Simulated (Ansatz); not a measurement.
A nudged elastic band was laid between two geometries of CH6OSi (9 atoms, charge 0, multiplicity 1).

Method: RHF/def2-SVP (Ansatz).

```yaml
movable_images: 5
climbing_image: yes
spring: 5.0 eV/Å²
optimiser: quadratic models (default)
start_path: through a guess of the saddle point
force_threshold: 0.05 eV/Å
iteration_limit: 60
end_points: relaxed
```

Initial state:

```xyz
9
Properties=species:S:1:pos:R:3
Si 0.164 -0.006 0.231
H 0.048 -0.047 1.709
O 1.738 -0.136 -0.233
C 2.631 -1.172 0.028
H 2.290 -2.115 -0.409
H 3.596 -0.923 -0.409
H 2.771 -1.322 1.103
H -0.345 1.280 -0.278
H -0.641 -1.122 -0.323
```

Final state:

```xyz
9
Properties=species:S:1:pos:R:3
Si -0.438 0.252 0.021
H 1.148 -0.751 1.788
O 1.287 -0.434 0.907
C 2.363 -1.086 0.255
H 2.102 -2.118 0.025
H 2.547 -0.544 -0.666
H 3.251 -1.049 0.884
H 0.410 1.120 -0.886
H -0.420 -0.953 -0.908
```

Question: Which bonds break or form, and what moves?

Answer: Bonds broken: Si1–H2. Bonds formed: H2–O3.

Question: Give the energies along the band, and the barrier.

Answer: The forces met the threshold. The highest image is number 3 of 0 to 6, 398.5 kJ/mol above the first end and 168.4 kJ/mol above the last; the last end lies 230.0 kJ/mol above the first. Neighbouring images differ by up to 3.7 eV, so the band resolves the path poorly. A vibrational analysis at the climbing image gives one clearly imaginary mode, 2097i cm⁻¹: a first-order saddle point. The orbitals stay closed-shell, which can raise the energy where a bond breaks towards radicals; this wasn't checked here.

| image | path coordinate (Å) | energy (kJ/mol) | Si1–H2 (Å) | H2–O3 (Å) |
| --- | --- | --- | --- | --- |
| 0 | 0.00 | 0.0 | 1.48 | 2.58 |
| 1 | 0.97 | 1.7 | 1.48 | 2.58 |
| 2 | 1.94 | 38.0 | 1.46 | 2.26 |
| 3 | 2.91 | 398.5 | 1.62 | 1.26 |
| 4 | 3.48 | 258.9 | 2.15 | 0.96 |
| 5 | 4.05 | 231.9 | 2.55 | 0.95 |
| 6 | 4.62 | 230.0 | 2.58 | 0.95 |

Question: What is the geometry of the highest image?

Answer: 
```xyz
9
Properties=species:S:1:pos:R:3
Si -0.153 0.040 0.152
H 0.630 -0.418 1.491
O 1.591 -0.199 0.699
C 2.492 -1.170 0.230
H 2.090 -2.177 0.358
H 2.686 -1.005 -0.831
H 3.425 -1.088 0.784
H -0.210 1.379 -0.491
H -0.301 -0.925 -0.975
```

The run took 73 s on 1 thread of Arm Neoverse V1, on a shared host, peak memory 0.13 GiB.
